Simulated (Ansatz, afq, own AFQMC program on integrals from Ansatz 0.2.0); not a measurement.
**BNH, quartet in cc-pVDZ, levels against CCSDT(Q)**

```yaml
atoms:
  - { symbol: B, position_ang: [0.0000, -0.1852, 0.7730] }
  - { symbol: N, position_ang: [0.0000, 0.0874, -0.7050] }
  - { symbol: H, position_ang: [0.0000, 0.7718, 1.5065] }
```

Connectivity, by distances: BH–N.

Basis cc-pVDZ. Only valence electrons are correlated. AFQMC by an in-house program on the Cholesky factors that Ansatz 0.2.0 writes for its CCSD(T) run. The CISD trial takes its coefficients from CCSD amplitudes. Released means that phaseless walkers are propagated on without the constraint, phases kept. Free projection: walkers drawn from exp(T), propagated without any constraint. Its projection time is finite, and what remains of the start isn't in its error. ± is one standard error of the sampling.

Determinant: UHF, the one that the program's search chose, which needn't be the lowest solution. The geometry is a point of a scan.

No full CI on the walks' own integrals is used here; CCSDT(Q) serves as the reference and is uncertain by about the last step of the cluster series.

Cautions: lower spins were not checked; the ph-AFQMC/HF walk drifts between its halves (2.6 errors).

The T1 diagnostic is 0.0215 and the weight of the determinant in the CISD state is 0.917. The ⟨S²⟩ of the determinant is 3.760 and the size of the correlated space is 9 electrons in 31 orbitals.

Reference: CCSDT(Q), correlation energy -5.048 eV. The released energy is read at 1.62 1/Eh, later times being too noisy (meV from the phaseless value at times in 1/Eh: -10 ± 10 at 0.24, -2 ± 9 at 0.51, -15 ± 9 at 0.99, -3 ± 9 at 1.62, -4 ± 16 at 2.40).

| level | E − E(reference) (kJ/mol) | share of correlation (%) |
| --- | --- | --- |
| HF | 487.0 | 0.00 |
| MP2 | 94.5 | 80.59 |
| CCSD | 13.1 | 97.31 |
| CCSD(T) | 3.0 | 99.39 |
| CCSDT | 0.6 | 99.88 |
| ph-AFQMC/HF | 7.9 ± 3.8 | 98.38 |
| ph-AFQMC/CISD | 0.8 ± 0.6 | 99.84 |
| released AFQMC | 0.5 ± 0.9 | 99.90 |
| free AFQMC | 0.0 ± 1.5 | 99.99 |

Free projections are given only where their last times agree within the noise and don't stop above the reference; a slow remainder of the start can still hide under it. A walk keeps the symmetry of its determinant, which the program's search chose and which needn't be the lowest solution, so a lower state of the same spin and another symmetry isn't excluded. Released energies are given only where the last usable release times agree within the noise; a slower fall can still hide under it.
